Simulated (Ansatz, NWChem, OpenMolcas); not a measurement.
# A ladder of methods for C3H6 (propene)

C3H6 has 9 atoms, charge 0, and is taken as a singlet. As SMILES, `C=CC`. Geometry: relaxed at PBE0-D4/def2-TZVP.

Each level gives the dipole moment (D). The values are calculated.

Measured value to compare with: NIST CCCBDB gives the dipole moment of the gas as 0.36 D.

| level | kind | program | value (D) | computed − measured | CPU time |
| --- | --- | --- | --- | --- | --- |
| SVWN5/cc-pVDZ | LDA | OpenMolcas | 0.47 | +0.11 | 19 s |
| PBE/cc-pVDZ | GGA | Ansatz | 0.44 | +0.08 | 1.4 s |
| revPBE/cc-pVDZ | GGA | NWChem | 0.43 | +0.07 | 37 s |
| M06-L/cc-pVDZ | meta-GGA | NWChem | 0.47 | +0.11 | 53 s |
| TPSS/cc-pVDZ | meta-GGA | OpenMolcas | 0.40 | +0.04 | 45 s |
| r2SCAN/cc-pVDZ | meta-GGA | NWChem | 0.45 | +0.09 | 42 s |
| B3LYP/cc-pVDZ | global hybrid | OpenMolcas | 0.41 | +0.05 | 29 s |
| BHLYP/cc-pVDZ | global hybrid | OpenMolcas | 0.39 | +0.03 | 25 s |

Nearest: BHLYP/cc-pVDZ (+0.03 D); farthest: SVWN5/cc-pVDZ (+0.11 D). The measured dipole is a vibrational average, so differences of a few hundredths of a debye mean little. Computed less measured by kind, in D (cc-pVDZ rows): LDA +0.11; GGA +0.07 to +0.08; meta-GGA +0.04 to +0.11; global hybrid +0.03 to +0.05. Magnitudes only: a small dipole may point the other way at some levels. Times are those of the runs behind each value, whatever else they computed, on shared processors of several kinds: orders of magnitude only.
